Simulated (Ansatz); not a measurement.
Al₂H₃⁺. Charge 1, multiplicity 5. Geometry PBE-D4/def2-TZVP; atoms count from 1.

```xyz
5

Al    1.6997    1.0891    1.1658
Al   -0.2385   -0.2293    0.1866
H    -1.5672   -1.3184    0.3187
H     1.1582    1.0066   -0.4154
H    -1.0521   -0.5479   -1.2558
```

At PBE0-D4/def2-TZVP a singlet of charge 1 lies 4.78 eV below the quintet, each at its own geometry. The structure comes from a short search, and lower isomers may exist.

Q: Estimate the Mulliken populations from the PBE0/def2-TZVP orbitals of Ansatz.

A: 
```json
{"atom": "Al1", "charge (e)": "0.42", "spin (α − β)": "1.68"}
{"atom": "Al2", "charge (e)": "0.19", "spin (α − β)": "1.18"}
{"atom": "H3", "charge (e)": "0.15", "spin (α − β)": "0.47"}
{"atom": "H4", "charge (e)": "0.09", "spin (α − β)": "0.25"}
{"atom": "H5", "charge (e)": "0.15", "spin (α − β)": "0.42"}
```
Mulliken values depend strongly on the basis.

Q: Where does the spin sit?

A: Summed by element: Al 2.86, H 1.14, of 4 unpaired in all. Largest on single atoms: Al1 1.68, Al2 1.18, H3 0.47.

Q: And the Mayer bond orders between heavy atoms (over 0.3)?

A: Al1–Al2 1.12 (2.54 Å).
